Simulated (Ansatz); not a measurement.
in.yaml

```yaml
crystal:
  periodic: [false, false, false]
  atoms:
    - {symbol: Al, position_ang: [-0.103583, 0.000000, 0.000000]}
    - {symbol: H, position_ang: [-0.896507, 1.373384, 0.000000]}
    - {symbol: H, position_ang: [-0.896507, -1.373384, 0.000000]}
    - {symbol: H, position_ang: [1.672417, 0.000000, 0.000000]}
    - {symbol: H, position_ang: [2.893417, 0.000000, 0.000000]}
basis:
  gaussian: {orbitals: "6-31G*"}
magnetization: {spin_polarized: true, initial_magnetization: 1}
correlation: {method: ccsdt_q, electrons: outside_noble_gas, diis_vectors: 2}
output: {forces: true}
```

```sh
$ ansatz run in.yaml --threads 1 --pin off --events-out ev --progress --plain --max-ram 2393MiB
```

(1) Roughly how long does this take on 1 thread of Arm Neoverse V2, shared host, and how much host memory?

```
495 factors; integrals over basis functions are off by at most 1.8e-7 eV
mean field evaluation 1: about -6641.1565 eV, gradient 6.9e0 eV
mean field evaluation 2: about -6641.1731 eV, gradient 6.9e0 eV
mean field evaluation 4: about -6642.0909 eV, gradient 1.4e0 eV
mean field evaluation 8: about -6642.1481 eV, gradient 1.2e-3 eV
mean field evaluation 16: about -6642.0672 eV, gradient 1.4e0 eV
mean field evaluation 32: about -6639.2361 eV, gradient 5.7e-4 eV
mean field -6642.14815842 eV, -244.0944426124 hartree, gradient 1.7e-6 eV, S^2 0.779461; 1 other end points of the search recorded, 0 dependent functions left out
determinant -6642.14815842 eV, -244.0944426124 hartree, with singles and doubles -6644.27458048 eV, -244.1725871817 hartree
determinant -6639.23612714 eV, -243.9874274364 hartree, with singles and doubles -6642.12722870 eV, -244.0936734590 hartree
5 core orbitals not correlated: weight in the atoms' cores, before any rotation towards them, 1.000 or more for the frozen orbitals, at most 0.000 for the correlated occupied ones
reference -6642.14815842 eV, -244.0944426124 hartree; 4, 3 occupied and 18, 19 virtual orbitals, 495 factors
second order -1.51076881 eV of doubles, -0.00000000 eV of singles
cycle   1  -1.89164959 eV  change   -3.8e-1 eV  update   5.8e-2
cycle   2  -2.13596126 eV  change   -2.4e-1 eV  update   2.9e-2
cycle   3  -2.16466827 eV  change   -2.9e-2 eV  update   1.1e-2
cycle   4  -2.17264862 eV  change   -8.0e-3 eV  update   5.2e-3
cycle   5  -2.17530148 eV  change   -2.7e-3 eV  update   2.9e-3
cycle   6  -2.17711271 eV  change   -1.8e-3 eV  update   1.4e-3
cycle   7  -2.17715693 eV  change   -4.4e-5 eV  update   6.0e-4
cycle   8  -2.17700056 eV  change    1.6e-4 eV  update   3.2e-4
cycle   9  -2.17673911 eV  change    2.6e-4 eV  update   1.8e-4
cycle  10  -2.17658016 eV  change    1.6e-4 eV  update   1.1e-4
cycle  11  -2.17645534 eV  change    1.2e-4 eV  update   7.0e-5
cycle  12  -2.17637024 eV  change    8.5e-5 eV  update   4.7e-5
cycle  13  -2.17633256 eV  change    3.8e-5 eV  update   2.9e-5
cycle  14  -2.17632227 eV  change    1.0e-5 eV  update   1.8e-5
cycle  15  -2.17632303 eV  change   -7.7e-7 eV  update   9.8e-6
cycle  16  -2.17632725 eV  change   -4.2e-6 eV  update   5.5e-6
cycle  17  -2.17633121 eV  change   -4.0e-6 eV  update   3.5e-6
cycle  18  -2.17633438 eV  change   -3.2e-6 eV  update   2.3e-6
cycle  19  -2.17633637 eV  change   -2.0e-6 eV  update   1.5e-6
cycle  20  -2.17633768 eV  change   -1.3e-6 eV  update   1.0e-6
cycle  21  -2.17633835 eV  change   -6.7e-7 eV  update   6.3e-7
perturbative correction -0.00106328 eV, -0.0000390750 hartree
the calculation of the forces begins
Total energy: -6644.32556006 eV, -244.1744606465 hartree
Atom 0 at    -0.103583     0.000000     0.000000 Å, force     0.572917     0.000000     0.000000 eV/Å
Atom 1 at    -0.896507     1.373384     0.000000 Å, force    -0.110785     0.208758     0.000000 eV/Å
Atom 2 at    -0.896507    -1.373384     0.000000 Å, force    -0.110785    -0.208758    -0.000000 eV/Å
Atom 3 at     1.672417     0.000000     0.000000 Å, force    -0.155417    -0.000000    -0.000000 eV/Å
Atom 4 at     2.893417     0.000000     0.000000 Å, force    -0.195930     0.000000    -0.000000 eV/Å
Dipole moment:    -0.136989     0.000000    -0.000000 e Å
```

Forces (eV/Å):
```
Al   0.573  0.000  0.000
H   -0.111  0.209  0.000
H   -0.111 -0.209  0.000
H   -0.155  0.000  0.000
H   -0.196  0.000  0.000
```

Answers

(1) 11 s wall and 0.22 GiB.
